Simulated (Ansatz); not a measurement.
Geometry optimisation, RKS PBE-D4/cc-pVDZ in Ansatz.

Input:

```yaml
crystal:
  periodic: [false, false, false]
  atoms:
    - { symbol: Si, position_ang: [0.0, 0.0, 0.0] }
    - { symbol: H, position_ang: [0.0, 0.0, 1.81] }
    - { symbol: H, position_ang: [1.3768, 0.0, -0.4862] }
    - { symbol: Si, position_ang: [-1.0456, 1.8115, -0.7393] }
    - { symbol: H, position_ang: [-2.4302, 1.478, -1.0607] }
    - { symbol: H, position_ang: [-1.0215, 2.8436, 0.2931] }
    - { symbol: H, position_ang: [-0.3743, 2.3069, -1.9374] }
    - { symbol: H, position_ang: [-0.6877, -1.1914, -0.4862] }
    - { symbol: F, position_ang: [-1.7936, 0.0057, 0.596] }
    - { symbol: H, position_ang: [-0.9735, 0.0031, 1.693] }
basis:
  gaussian: { orbitals: cc-pVDZ }
hamiltonian:
  xc: pbe
  dispersion: d4
relax:
  f_tol: 0.15
  max_steps: 25
  restrain:
    - { distance: [0, 8], at: 1.59, k: 30.0 }
    - { distance: [9, 1], at: 0.66, k: 30.0 }
    - { distance: [0, 1], at: 2.66, k: 30.0 }
    - { distance: [9, 8], at: 2.12, k: 30.0 }
```

Run as:

```bash
$ ansatz run input.yaml --threads 2 --pin off --max-ram 3072MiB --backend cpu --events-out ev --progress --plain --runs-dir out
```

Q: Where does it end, and by what steps?

A: It converged. The restraints hold the end off the free minimum; the threshold counts their pulls, which the force column leaves out. Restrained pairs: Si1–F9 (1.89 → 1.63 Å), H2–H10 (0.98 → 0.72 Å), Si1–H2 (1.81 → 2.67 Å), F9–H10 (1.37 → 2.13 Å). After 16 steps the energy has fallen by 3.275 eV (the restraints' own energy left out); H8 moved furthest, 1.05 Å.

| step | energy less start (eV) | largest force component (eV/Å) | accepted |
| --- | --- | --- | --- |
| 0 | 0.0000 | 3.086 | yes |
| 1 | -0.0945 | 2.126 | yes |
| 2 | -0.1986 | 3.012 | yes |
| 3 | -1.1306 | 2.728 | yes |
| 4 | -2.1339 | 2.024 | yes |
| 5 | -2.6677 | 1.492 | yes |
| 6 | -2.9962 | 1.472 | yes |
| 7 | -3.1377 | 1.663 | yes |
| 8 | -3.1851 | 1.730 | yes |
| 9 | -3.2168 | 1.710 | yes |
| 10 | -3.2626 | 1.157 | yes |
| 11 | -3.2588 | 1.571 | yes |
| 12 | -3.2806 | 1.552 | no |
| 13 | -3.2601 | 1.566 | yes |
| 14 | -3.2707 | 1.512 | yes |
| 15 | -3.2833 | 1.371 | no |
| 16 | -3.2746 | 1.460 | yes |

```xyz
10
Properties=species:S:1:pos:R:3
Si -0.484 -0.312 -0.310
H 0.041 0.742 2.086
H 0.953 -0.435 0.128
Si -1.101 1.906 -0.836
H -2.526 1.928 -1.336
H -0.978 2.838 0.344
H -0.194 2.390 -1.944
H -0.673 -1.173 -1.539
F -1.469 -0.943 0.831
H -0.517 0.316 2.257
```

The run took 22 s on 2 threads of Arm Neoverse V1 (shared host), peak memory 0.12 GiB.
